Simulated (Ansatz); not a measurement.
A relaxation, step by step

SiNH₆F, closed shell, wB97X-V/6-31G (Ansatz 0.2.0). Settings:

```yaml
hamiltonian: {xc: {name: wB97X-V}}
relax: {f_tol: 0.01, max_steps: 60, escape_saddle: false}
```

Start, the saddle point found with PBE0-D4 in triple zeta (not stationary at another level):

Si1  (-0.588, -0.037, -0.627)
F2  (1.402, 0.715, -0.888)
H3  (-0.141, -1.028, -1.624)
H4  (-1.891, -0.613, -0.134)
H5  (-0.954, 1.344, -0.999)
H6  (1.230, 0.342, 0.305)
N7  (0.378, -0.122, 0.956)
H8  (0.542, -1.058, 1.306)
H9  (0.022, 0.458, 1.705)
(Å)

```tsv
step	energy less the last (meV)	largest force component (eV/Å)
1	506.9	0.997
2	444.3	0.525
3	431.9	0.218
4	429.5	0.149
5	425.0	0.224
6 (rejected trial)	429.0	3.358
7	342.8	0.541
8	208.9	0.971
9	108.1	1.776
10	44.8	0.770
11	37.6	0.546
12	34.4	0.344
13	23.2	0.684
14	0.3	0.066
15	0.3	0.065
16	0.1	0.025
17	0.0	0.006
```

Step 2, positions (Å) and forces (eV/Å):

```
atom       x       y       z      Fx      Fy      Fz
 Si1  -0.599  -0.034  -0.650  -0.282   0.005  -0.387
  F2   1.428   0.716  -0.858   0.099   0.095  -0.233
  H3  -0.178  -1.041  -1.661   0.045  -0.003  -0.071
  H4  -1.908  -0.619  -0.137  -0.047  -0.038   0.084
  H5  -0.997   1.347  -1.031   0.023   0.060  -0.055
  H6   1.274   0.347   0.344   0.000  -0.023   0.088
  N7   0.389  -0.120   0.961   0.205  -0.068   0.525
  H8   0.556  -1.058   1.315   0.003  -0.086   0.006
  H9   0.035   0.462   1.716  -0.047   0.058   0.044
```

Step 3, positions (Å) and forces (eV/Å):

```json
{"atom": "Si1", "x": "-0.607", "y": "-0.034", "z": "-0.660", "Fx": "-0.074", "Fy": "0.004", "Fz": "-0.111"}
{"atom": "F2", "x": "1.428", "y": "0.717", "z": "-0.863", "Fx": "-0.004", "Fy": "0.020", "Fz": "-0.082"}
{"atom": "H3", "x": "-0.177", "y": "-1.030", "z": "-1.684", "Fx": "-0.020", "Fy": "0.017", "Fz": "0.016"}
{"atom": "H4", "x": "-1.910", "y": "-0.625", "z": "-0.117", "Fx": "0.042", "Fy": "0.023", "Fz": "-0.033"}
{"atom": "H5", "x": "-0.994", "y": "1.351", "z": "-1.056", "Fx": "-0.004", "Fy": "-0.030", "Fz": "0.003"}
{"atom": "H6", "x": "1.276", "y": "0.346", "z": "0.349", "Fx": "-0.117", "Fy": "-0.069", "Fz": "0.110"}
{"atom": "N7", "x": "0.391", "y": "-0.123", "z": "0.975", "Fx": "0.218", "Fy": "0.031", "Fz": "0.167"}
{"atom": "H8", "x": "0.558", "y": "-1.064", "z": "1.327", "Fx": "-0.024", "Fy": "0.012", "Fz": "-0.033"}
{"atom": "H9", "x": "0.035", "y": "0.462", "z": "1.729", "Fx": "-0.018", "Fy": "-0.007", "Fz": "-0.038"}
```

Step 7, positions (Å) and forces (eV/Å):

| atom | x | y | z | Fx | Fy | Fz |
| --- | --- | --- | --- | --- | --- | --- |
| Si1 | -0.564 | -0.008 | -0.701 | 0.541 | 0.250 | -0.244 |
| F2 | 1.356 | 0.705 | -0.911 | -0.459 | -0.080 | -0.296 |
| H3 | -0.197 | -1.041 | -1.715 | -0.048 | -0.027 | -0.073 |
| H4 | -1.837 | -0.603 | -0.105 | -0.069 | -0.042 | 0.069 |
| H5 | -1.021 | 1.360 | -1.082 | -0.065 | 0.023 | -0.059 |
| H6 | 1.253 | 0.310 | 0.454 | 0.221 | -0.007 | 0.314 |
| N7 | 0.418 | -0.118 | 0.994 | -0.160 | -0.128 | 0.278 |
| H8 | 0.559 | -1.069 | 1.331 | 0.007 | 0.040 | 0.014 |
| H9 | 0.033 | 0.464 | 1.735 | 0.031 | -0.030 | -0.004 |

Last step (17):

```json
{"atom": "Si1", "x (Å)": "-0.4745", "y (Å)": "0.0659", "z (Å)": "-0.8675"}
{"atom": "F2", "x (Å)": "1.1667", "y (Å)": "0.6828", "z (Å)": "-1.0720"}
{"atom": "H3", "x (Å)": "-0.3724", "y (Å)": "-1.0015", "z (Å)": "-1.9292"}
{"atom": "H4", "x (Å)": "-1.5953", "y (Å)": "-0.5423", "z (Å)": "-0.0192"}
{"atom": "H5", "x (Å)": "-1.1713", "y (Å)": "1.3273", "z (Å)": "-1.3151"}
{"atom": "H6", "x (Å)": "1.4279", "y (Å)": "0.2497", "z (Å)": "0.9113"}
{"atom": "N7", "x (Å)": "0.5020", "y (Å)": "-0.1201", "z (Å)": "1.1090"}
{"atom": "H8", "x (Å)": "0.5216", "y (Å)": "-1.0976", "z (Å)": "1.3894"}
{"atom": "H9", "x (Å)": "-0.0045", "y (Å)": "0.4359", "z (Å)": "1.7936"}
```

The run took about 61 s on 2 CPU threads of an Arm Neoverse V1 (shared host).
